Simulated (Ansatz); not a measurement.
```yaml
crystal:
  periodic: [false, false, false]
  atoms:
    - {symbol: N, position_ang: [-1.323360, -0.428631, -0.004018]}
    - {symbol: P, position_ang: [-0.020509, 0.412645, 0.003435]}
    - {symbol: O, position_ang: [1.198241, -0.423607, -0.003132]}
basis:
  gaussian: {orbitals: def2-TZVP}
magnetization: {spin_polarized: true, initial_magnetization: 2}
hamiltonian: {xc: pbe0}
relax: {f_tol: 0.004, max_steps: 80}
```

```sh
$ ansatz run in.yaml --threads 1 --pin off --events-out ev --progress --plain --max-ram 2176MiB
```

Steps of the relaxation (energy above the last step; positions in Å, forces in eV/Å):

```
3
step 1, 88.8 meV
N    -1.323   -0.429   -0.004   -1.847   -0.632   -0.006
P    -0.021    0.413    0.003    0.941    0.654    0.006
O     1.198   -0.424   -0.003    0.906   -0.022    0.000
```

```
3
step 2, 42.0 meV
N    -1.347   -0.427   -0.004   -1.064   -0.257   -0.002
P    -0.016    0.406    0.003    0.654    0.089    0.001
O     1.217   -0.419   -0.003    0.409    0.168    0.002
```

```
3
step 3, 5.7 meV
N    -1.392   -0.418   -0.004    0.032    0.146    0.001
P    -0.009    0.383    0.003    0.211   -0.437   -0.004
O     1.255   -0.404   -0.003   -0.243    0.291    0.002
```

```
3
step 6, 0.0 meV
N    -1.405   -0.408   -0.004    0.000    0.000    0.000
P    -0.007    0.361    0.003    0.000    0.000    0.000
O     1.266   -0.393   -0.003    0.000    0.000    0.000
```

Close pairs at the end: P2–O3 1.480 Å, N1–P2 1.596 Å.

A stationary point of unrestricted PBE0 after 6 steps, with ⟨S²⟩ = 2.016 against 2.00 for a pure state; no frequencies were run, so it isn't proven a minimum. 17 s on 1 thread of AMD EPYC 9R45, shared host.
